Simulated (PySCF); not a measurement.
# Frontier orbitals and the lowest excitations

Compound: C₃H₂O.
Atom-mapped SMILES: `[CH:1]#[C:2][CH:3]=[O:4]` (hydrogens: H5 on C1; H6 on C3)

Cartesian coordinates in Å at the GFN2-xTB level; atoms count from 1:
```xyz
6
C3H2O angstrom
C      1.448   -0.097    0.474
C      0.309   -0.028    0.100
C     -1.049    0.054   -0.345
O     -1.850   -0.839   -0.310
H      2.447   -0.148    0.799
H     -1.301    1.060   -0.740
```

Method used: TDDFT CAM-B3LYP/def2-SVPD, vertical, gas phase, core orbitals frozen in the response (PySCF 2.14.0, density-fitted response routines).

Kohn–Sham orbitals with the atoms that hold most of them (Löwdin shares over 4%, at most four atoms; ? is withheld):

| orbital | ε (eV) | atoms |
| --- | --- | --- |
| HOMO-3 | -13.69 | O4 50%, C3 33%, C2 11%, C1 4% |
| HOMO-2 | -10.44 | C1 44%, C2 42%, C3 5%, H5 4% |
| HOMO-1 | -10.43 | C2 38%, C1 37%, O4 14%, C3 7% |
| HOMO | ? | ? |
| LUMO | -1.13 | ? |
| LUMO+1 | 1.15 | C1 28%, C2 23%, C3 22%, H6 11% |
| LUMO+2 | 1.48 | C1 49%, C2 23%, H5 17%, C3 6% |

**Question.** Which atoms hold the HOMO, and with what shares?

**Answer.** O4 (bonded to C) 68%; C3 (bonded to C, O and H) 16%; H6 (bonded to C) 9%; C2 (bonded to 2 C) 6%. By element: oxygen 68%, carbon 23% or more, hydrogen 9% or more.

**Question.** Give the leading atoms of the LUMO.

**Answer.** C3 (bonded to C, O and H) 28%; O4 (bonded to C) 28%; C1 (bonded to C and H) 20%; C2 (bonded to 2 C) 16%. By element: carbon 65%, oxygen 28%.

**Question.** What is the HOMO energy, and the HOMO–LUMO gap?

**Answer.** ε(HOMO) = -9.77 eV; the gap is 8.64 eV (0.3177 hartree).

**Question.** How does S1 compare with the orbital gap of 8.64 eV?

**Answer.** S1 is at 3.87 eV (f = 0.0003), 4.78 eV below the gap, made of HOMO→LUMO (96%). Without the coupling terms of the response equations the lowest excitation would equal the gap.

**Question.** One configuration dominates each of S1 and S5. Which, and how do the shares of the two leading atoms of either orbital change from the occupied to the empty one?

**Answer.** 
- S1 (3.87 eV, f 0.0003), HOMO→LUMO (96%): O4 68% → 28%, C3 16% → 28%
- S5 (7.49 eV, f 0.0046), HOMO→LUMO+1 (80%): O4 68% → at most 11%, C3 16% → 22%, C1 at most 2% → 28%, C2 6% → 23%

Löwdin shares depend on the basis, the more so with diffuse functions.

Time: 4.1 s. Hardware: an Arm Neoverse V2 with one thread (shared host).
